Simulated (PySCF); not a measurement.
# [C4H7S]-: core ionisation energies

Compound: C4H7S (charge -1).
Atom-mapped SMILES: `[CH2:1]=[CH:2][C@H:3]([CH3:4])[S-:5]`

Level of theory: delta-SCF UKS SCAN, pcX-2 on the ionised atom, pcseg-1 elsewhere, spin-free X2C in PySCF 2.14.0. These are vertical core ionisation energies against the vacuum level, from separate self-consistent calculations with and without the core hole.

Give the core binding energies atom by atom.

```csv
atom(s),environment,level,binding energy (eV),above the level's lowest (eV),count
C1,terminal =CH2 carbon,C 1s,285.21,0.00,1
C3,sp3 carbon bound to sulfur,C 1s,285.96,+0.75,1
C4,methyl carbon,C 1s,286.01,+0.80,1
S5,thiolate sulfur,S 1s,2468.78,0.00,1
```

The listed C 1s values span 0.80 eV, from C1 (bonded to C (double bond) and 2 H) to C4 (bonded to C and 3 H). The widest gap between neighbouring values is 0.75 eV, between 285.21 and 285.96 eV. Summing the Pauling electronegativity differences to the bonded atoms, each weighted by its formal bond order, gives -0.70 for the lowest site and -1.05 for the highest; the largest sum, -0.32, belongs to C3, 0.05 eV below the top. The smallest sum, -1.05, belongs to C4, 0.80 eV above the lowest.

Express the binding energy of C 1s of C3 in atomic units and per mole.

285.96 eV = 10.5088 Eh = 27591 kJ/mol.

Which effective nuclear charge Zeff reproduces each element's mean 1s value in the hydrogen-like formula E = 13.606 eV × Zeff²?

C (Z = 6): mean 285.7 eV, Zeff = 4.58, Z − Zeff = 1.42; S (Z = 16): mean 2468.8 eV, Zeff = 13.47, Z − Zeff = 2.53. Means run over the listed sites, weighted by atom count.

The list is incomplete; no value stands for C 1s of C2 (hole states with ⟨S²⟩ of 1 or more are left out). The species carries charge -1, so core ionisation leaves a neutral species. The basis sets have no added diffuse functions. Isolated species at its PBE0-D3(BJ)/def2-SVP geometry (one conformer only).

Conformer computed: `[CH2:1]=[CH:2][C@H:3]([CH3:4])[S-:5]`: C1–C2–C3–C4 -120°.
